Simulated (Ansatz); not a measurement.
Mulliken charges of C3H3FO (`FC1=COC1`) from ωB97M-V/def2-TZVPP in Ansatz (PBE0-D4/def2-TZVP geometry).

```
atom   x (Å)   y (Å)   z (Å)  charge (e)
  F1  -0.132  -0.943   1.851      -0.189
  C2   0.001  -0.247   0.741       0.088
  C3   0.392   0.974   0.396       0.042
  O4   0.198   0.802  -0.976      -0.308
  C5  -0.248  -0.559  -0.699      -0.017
  H6   0.755   1.899   0.815       0.143
  H7   0.411  -1.287  -1.175       0.120
  H8  -1.285  -0.697  -1.009       0.120
```

Question: By hand: the dipole of these point charges (1 e Å = 4.8032 D).

Answer: Σ q r = (-0.012, -0.007, -0.101) e Å, of length 0.102 e Å = 0.49 D.

Question: How does the dipole of the full density compare? (Best estimate.)

Answer: The calculation gave: (-0.029, -0.076, -0.024) e Å, 0.41 D; the point charges give 1.20 times that, at 68° from its direction.

Point charges leave out the atoms' own dipoles, such as those of lone pairs, and Mulliken's split depends on the basis, so the two needn't agree.
